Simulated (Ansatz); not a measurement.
FHMgS (`[F][Mg][SH]`). Total charge 0; spin multiplicity 1. All single points use the PBE0-D4/def2-TZVP geometry. It is one conformer, not always the lowest.

```xyz
4

F    -2.363   -0.169    0.771
Mg   -0.759   -0.201    0.073
S     1.318   -0.266   -0.857
H     1.804    0.636    0.014
```

Question: What is the dipole moment at PBE/def2-TZVPP? (An estimate is asked.)

Answer: The calculation gave: 0.97 D, with components (0.88, 0.39, 0.11) D in this frame, pointing from negative to positive charge.

Question: And with r2SCAN, B3LYP, ωB97M-V? (An estimate is asked.)

Answer: Computed: r2SCAN 0.89 D, B3LYP 0.97 D, ωB97M-V 0.89 D.

Question: Give the Mulliken charges with PBE, B3LYP, r2SCAN in def2-TZVPP. (An estimate is asked.)

Answer: Computed: 
| atom | PBE | B3LYP | r2SCAN |
| --- | --- | --- | --- |
| F1 | -0.53 | -0.57 | -0.57 |
| Mg2 | 0.85 | 0.91 | 0.94 |
| S3 | -0.43 | -0.44 | -0.47 |
| H4 | 0.11 | 0.10 | 0.11 |

B3LYP here is the variant with VWN-RPA as its local correlation; programs differ in this.
